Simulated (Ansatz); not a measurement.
```yaml
crystal:
  periodic: [false, false, false]
  atoms:
    - {symbol: Cl, position_ang: [0.000000, 0.000000, 0.000000]}
    - {symbol: Br, position_ang: [0.000000, 0.000000, 2.064600]}
basis:
  gaussian: {orbitals: def2-TZVP}
magnetization: {spin_polarized: true, initial_magnetization: 2}
hamiltonian: {xc: pbe0}
relax: {f_tol: 0.004, max_steps: 80}
```

```sh
$ ansatz run in.yaml --threads 1 --pin off --events-out ev --progress --plain --max-ram 2176MiB
```

Steps of the relaxation (energy above the last step; positions in Å, forces in eV/Å):

```
2
step 1, 1196.3 meV
Cl    0.000    0.000    0.000    0.000    0.000   -7.264
Br    0.000    0.000    2.065    0.000    0.000    7.264
```

```
2
step 2, 9.9 meV
Cl    0.000    0.000   -0.191    0.000    0.000   -0.396
Br    0.000    0.000    2.256    0.000    0.000    0.396
```

```
2
step 3, 30.6 meV
Cl    0.000    0.000   -0.268    0.000    0.000    0.561
Br    0.000    0.000    2.333    0.000    0.000   -0.561
```

```
2
step 5, 0.0 meV
Cl    0.000    0.000   -0.218    0.000    0.000    0.003
Br    0.000    0.000    2.282    0.000    0.000   -0.003
```

Close pairs at the end: Cl1–Br2 2.500 Å.

A stationary point of unrestricted PBE0 after 5 steps, with ⟨S²⟩ = 2.007 against 2.00 for a pure state. 24 s on 1 thread of Arm Neoverse V1, shared host.
